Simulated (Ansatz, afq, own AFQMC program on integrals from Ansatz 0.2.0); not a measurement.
Integrals from Ansatz 0.2.0, then the random walk in our own AFQMC program (afq).

```yaml
crystal:
  periodic: [false, false, false]
  atoms:
    - {symbol: B, position_ang: [0.000000, 0.000000, 0.000000]}
    - {symbol: O, position_ang: [0.000000, 0.000000, 1.200581]}
basis:
  gaussian: {orbitals: 6-31G}
magnetization: {spin_polarized: false, initial_magnetization: 1}
correlation: {method: ccsd_t, electrons: outside_noble_gas, hamiltonian_folder: ham}
```

```sh
$ ansatz run in.yaml --threads 1 --pin off --events-out ev --progress --plain --max-ram 1843MiB
```

afq runs on the folder ham with

```
--method phaseless --trial cisd --walkers 190 --populations 1 --least-time 40 --time-step 0.005 --steps-per-block 50 --equilibration-blocks 28 --max-blocks 300 --target-error 0.00036 --factor-cut 1e-05 --start spin_pure --seed 1787 --release-times 0.24,0.5,1,1.5 --release-step 0.02 --release-every 4 --taylor-order 6
```

Times are imaginary, in 1/Eh. The walk had a cap of 523 s.

afq prints:

```
orbitals 16  electrons 5 4  factors 92 of 201
reference energy -99.46902298 Eh
CCSD correlation -0.17921019 Eh in 12 cycles, weight of the determinant in the CISD state 0.9043
energy of the start -99.648233 Eh
 block  time / (1/Eh)  mean weight  energy / Eh
     1     0.250  1.0000  -99.647557
     2     0.500  1.0002  -99.649115
     3     0.750  1.0005  -99.653786
     4     1.000  0.9997  -99.649591
     5     1.250  0.9999  -99.656668
     9     2.250  1.0006  -99.651601
    33     8.250  0.9996  -99.656309
    65    16.250  0.9999  -99.658615
    97    24.250  1.0000  -99.656020
   105    26.250  1.0000  -99.661972
   129    32.250  1.0000  -99.652740
   161    40.250  1.0005  -99.658865
   193    48.250  1.0008  -99.660252
   225    56.250  1.0009  -99.652204
   257    64.250  1.0003  -99.652408
   289    72.250  1.0006  -99.648297
   321    80.250  1.0006  -99.659056
blocks merged  error / Eh  count
     1  0.000289  300
     2  0.000360  150
     4  0.000403  75
     8  0.000461  37
    16  0.000538  18
    32  0.000346  9
released: time / (1/Eh)  energy / Eh  error  mean overlap
  0.24  -99.655535  0.000381  1.0022
  0.50  -99.656029  0.000358  1.0052
  1.00  -99.656501  0.000340  1.0017
  1.50  -99.656232  0.000395  0.9972
energy -99.655463 +/- 0.000538 Eh
(rows thinned)
```

The run passed its tests (sampling time, drift between the halves within three errors, error under three times the target), which doesn't prove that it has relaxed.

Against this walk (error 14.6 meV) on the same determinant: CCSD(T) 12.0 meV higher (within the noise), CCSDT(Q) 21.3 meV lower (within the noise), CCSDTQ 23.8 meV lower (within the noise), full CI (a separate run on its own orbitals, whose frozen core shifts it by up to a few meV) 23.5 meV lower (within the noise). The error is statistical and leaves out the bias of the constraint. Released to 1.50 1/Eh the energy moves by -21 ± 18 meV (both errors), within twice the noise.

Cautions: constraint bias not in the error; error above the target (14.6 against 9.8 meV); a spin-contaminated unrestricted determinant lies lower (UHF 143 meV lower, ⟨S²⟩ 0.84); full CI with its own frozen core.

The walk took 4 min on 1 thread of Intel Xeon Platinum 8488C, with other jobs on the host. The log's last line is the phaseless energy.

CCSDT and higher add their correlation energy to the determinant of the CCSD(T) run, since their own runs factorise the integrals more tightly (a shift of under 2 meV). A walk keeps the symmetry of its determinant, which the program's search chose and which needn't be the lowest solution, so a lower state of the same spin and another symmetry isn't excluded.
